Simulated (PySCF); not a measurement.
CH2Cl2.

```xyz
5

Cl    -1.4785     0.0000     0.2157
C      0.0000     0.0000    -0.7651
Cl     1.4785     0.0000     0.2157
H      0.0000    -0.9000    -1.3719
H      0.0000     0.9000    -1.3719
```

Coordinates come from a r2SCAN-D4/def2-TZVP optimisation.

Calculation: PBE/pcSseg-2 (PySCF). Non-relativistic, no solvent.

Q: Give the absolute GIAO shielding of each atom: isotropic value and principal components (ppm). (The exact figures need the calculation; the answer reports its results.)

A: 
| atom | σ(iso) | σ11 | σ22 | σ33 | span |
|---|---|---|---|---|---|
| Cl1 | 709.8 | 424.8 | 676.9 | 1027.6 | 602.7 |
| C2 | 106.5 | 50.0 | 131.8 | 137.8 | 87.8 |
| Cl3 | 709.8 | 424.8 | 676.9 | 1027.6 | 602.7 |
| H4 | 25.7 | 18.3 | 27.3 | 31.5 | 13.2 |
| H5 | 25.7 | 18.3 | 27.3 | 31.5 | 13.2 |
